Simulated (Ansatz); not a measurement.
A first, cheap relaxation of `F[SiH2]P`.

```yaml
crystal:
  periodic: [false, false, false]
  atoms:
    - {symbol: F, position_ang: [-2.033900, -0.028900, 0.264200]}
    - {symbol: Si, position_ang: [-0.669800, -0.222900, -0.458200]}
    - {symbol: P, position_ang: [0.880400, -0.248600, 1.079200]}
    - {symbol: H, position_ang: [-0.601300, -1.500800, -1.190800]}
    - {symbol: H, position_ang: [-0.387300, 0.891000, -1.409900]}
    - {symbol: H, position_ang: [0.831300, 1.132200, 1.443500]}
    - {symbol: H, position_ang: [2.041900, -0.090000, 0.226400]}
basis:
  gaussian: {orbitals: def2-SVP}
hamiltonian: {xc: pbe, dispersion: d4}
relax: {f_tol: 0.03, max_steps: 200}
```

```sh
$ ansatz run in.yaml --threads 2 --pin off --events-out ev --progress --plain --max-ram 4352MiB
```

It prints (some lines left out):

```
Functional definition: PBE
mean field -19930.66071317 eV, -732.4382717220 hartree, gradient 3.4e-5 eV, S^2 0.000000; 0 other end points of the search recorded, 0 dependent functions left out
relax step   1: F+E_penalty+E_count = -19930.79070098 eV  Δ(F+E_penalty+E_count) = +0.000e0 eV  max|allowed force component| = 2.965e0 eV/Å  Δτ_max = 0.0000 Å  (24 SCF iters, accepted)
mean field -19930.85378861 eV, -732.4453671134 hartree, gradient 1.9e-5 eV, S^2 0.000000; 0 other end points of the search recorded, 0 dependent functions left out
relax step   2: F+E_penalty+E_count = -19930.98295682 eV  Δ(F+E_penalty+E_count) = -1.923e-1 eV  max|allowed force component| = 1.724e0 eV/Å  Δτ_max = 0.1408 Å  (26 SCF iters, accepted)
mean field -19930.92851347 eV, -732.4481132013 hartree, gradient 1.1e-5 eV, S^2 0.000000; 0 other end points of the search recorded, 0 dependent functions left out
relax step   3: F+E_penalty+E_count = -19931.05625524 eV  Δ(F+E_penalty+E_count) = -7.330e-2 eV  max|allowed force component| = 4.176e-1 eV/Å  Δτ_max = 0.0927 Å  (26 SCF iters, accepted)
mean field -19930.93578779 eV, -732.4483805276 hartree, gradient 2.7e-5 eV, S^2 0.000000; 0 other end points of the search recorded, 0 dependent functions left out
relax step   4: F+E_penalty+E_count = -19931.06370160 eV  Δ(F+E_penalty+E_count) = -7.446e-3 eV  max|allowed force component| = 3.564e-2 eV/Å  Δτ_max = 0.0270 Å  (26 SCF iters, accepted)
mean field -19930.93760144 eV, -732.4484471782 hartree, gradient 7.7e-6 eV, S^2 0.000000; 0 other end points of the search recorded, 0 dependent functions left out
relax step   5: F+E_penalty+E_count = -19931.06561627 eV  Δ(F+E_penalty+E_count) = -1.915e-3 eV  max|allowed force component| = 2.241e-2 eV/Å  Δτ_max = 0.0464 Å  (26 SCF iters, accepted)
mean field -19930.93820159 eV, -732.4484692332 hartree, gradient 8.7e-6 eV, S^2 0.000000; 0 other end points of the search recorded, 0 dependent functions left out
relax step   6: F+E_penalty+E_count = -19931.06630002 eV  Δ(F+E_penalty+E_count) = -6.837e-4 eV  max|allowed force component| = 7.516e-2 eV/Å  Δτ_max = 0.0613 Å  (26 SCF iters, accepted)
mean field -19930.93857706 eV, -732.4484830317 hartree, gradient 2.2e-5 eV, S^2 0.000000; 0 other end points of the search recorded, 0 dependent functions left out
relax step   7: F+E_penalty+E_count = -19931.06661742 eV  Δ(F+E_penalty+E_count) = -3.174e-4 eV  max|allowed force component| = 3.865e-2 eV/Å  Δτ_max = 0.0064 Å  (21 SCF iters, accepted)
mean field -19930.93874527 eV, -732.4484892130 hartree, gradient 7.8e-6 eV, S^2 0.000000; 0 other end points of the search recorded, 0 dependent functions left out
relax step   8: F+E_penalty+E_count = -19931.06676598 eV  Δ(F+E_penalty+E_count) = -1.486e-4 eV  max|allowed force component| = 5.481e-3 eV/Å  Δτ_max = 0.0092 Å  (27 SCF iters, accepted)
mean field -19930.93874527 eV, -732.4484892130 hartree, gradient 7.7e-6 eV, S^2 0.000000; 1 other end points of the search recorded, 0 dependent functions left out
Total energy: -19931.06679448 eV, -732.4531949348 hartree
Atom 0 at    -2.123938    -0.108647     0.215524 Å, force     0.004473    -0.001232    -0.001571 eV/Å
Atom 1 at    -0.626153    -0.192038    -0.451878 Å, force    -0.002737    -0.000892     0.000871 eV/Å
Atom 2 at     0.910534    -0.233761     1.219589 Å, force    -0.005439     0.000123    -0.005481 eV/Å
Atom 3 at    -0.513184    -1.479679    -1.219493 Å, force     0.001022     0.001341     0.002315 eV/Å
Atom 4 at    -0.486748     0.976796    -1.387165 Å, force    -0.000923    -0.000055     0.001121 eV/Å
Atom 5 at     0.931400     1.202430     1.340637 Å, force     0.002441     0.002379     0.002235 eV/Å
Atom 6 at     1.969389    -0.233100     0.237186 Å, force     0.001162    -0.001664     0.000509 eV/Å
Dipole moment:     0.287569     0.106937    -0.186970 e Å
```

Hardware: 2 threads of an Arm Neoverse V1 on a shared host. Wall time 9 s, peak host memory 0.14 GiB.
